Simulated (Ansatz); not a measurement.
# CH4BCl: the cost of one run

All numbers below are computed with Ansatz 0.2.0 (RKS B3LYP-D4/cc-pVDZ).

### 1 Starting point

Bond lengths: C1–B2 1.520 Å, B2–Cl3 1.826 Å, C1–H4 1.054 Å, C1–H5 1.157 Å, C1–H6 1.144 Å, B2–H7 1.201 Å. Angles: C1–B2–Cl3 118.8°, C1–B2–H7 121.5°, Cl3–B2–H7 119.7°, B2–C1–H4 111.3°, B2–C1–H5 111.5°, B2–C1–H6 112.7°, H4–C1–H5 106.5°, H4–C1–H6 109.3°, H5–C1–H6 105.2°.

Structure file:

```xyz
7

C    -0.5887    0.3177   -0.1254
B     0.7691   -0.3527    0.0030
Cl    1.0585   -1.4944    1.3982
H    -1.3582   -0.3946   -0.2365
H    -0.6380    1.0020   -1.0565
H    -0.8301    0.9997    0.7602
H     1.6486   -0.1457   -0.7886
```

### 2 End point A

File input.yaml:

```yaml
crystal:
  periodic: [false, false, false]
  atoms:
    - { symbol: C, position_ang: [-0.5887, 0.3177, -0.1254] }
    - { symbol: B, position_ang: [0.7691, -0.3527, 0.003] }
    - { symbol: Cl, position_ang: [1.0585, -1.4944, 1.3982] }
    - { symbol: H, position_ang: [-1.3582, -0.3946, -0.2365] }
    - { symbol: H, position_ang: [-0.638, 1.002, -1.0565] }
    - { symbol: H, position_ang: [-0.8301, 0.9997, 0.7602] }
    - { symbol: H, position_ang: [1.6486, -0.1457, -0.7886] }
basis:
  gaussian: { orbitals: cc-pVDZ }
hamiltonian:
  xc: b3lyp
  dispersion: d4
relax:
  f_tol: 0.015
  max_steps: 40
```

The run is started by

```console
$ ansatz run input.yaml --threads 1 --pin off --max-ram 2048MiB --backend cpu --events-out ev --progress --plain --runs-dir out
```

Q: Estimate wall time and peak memory on 1 thread of Arm Neoverse V2, shared host.

About 34 s, with a peak of 0.13 GiB.
